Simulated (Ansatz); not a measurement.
Species: Si2 (charge 0, triplet). 
Coordinates optimised at B3LYP-D3(BJ)/def2-TZVP (Ansatz, a quantum-chemistry and plane-wave program):
SMILES: [Si]=[Si]
```xyz
2

Si     0.0000     0.0000    -1.1339
Si     0.0000     0.0000     1.1339
```
Charge 0, spin multiplicity 3.

Basis-set convergence of Hartree-Fock and MP2 correlation energies (hartree) with Ansatz. Cores are frozen in the correlated levels unless marked. Open shells are spin-unrestricted. Spin-orbit coupling is left out. No relativistic terms.

| basis | functions | E(HF) | E(corr, MP2) |
|---|---|---|---|
| cc-pV(D+d)Z | 46 | -577.76241 | -0.12856 |
| cc-pV(T+d)Z | 78 | -577.77908 | -0.15778 |
| cc-pV(Q+d)Z | 128 | -577.78345 | -0.16921 |
| cc-pV(5+d)Z | 200 | -577.78430 | -0.17452 |

Extrapolating the two largest sets (X = 4 and 5) as X^-3: E(corr) = (125·(-0.17452) - 64·(-0.16921))/61 = -0.1801 Eh, an estimate of the basis-set limit. The largest set recovers 96.9 % of it, the smallest 71.4 %.
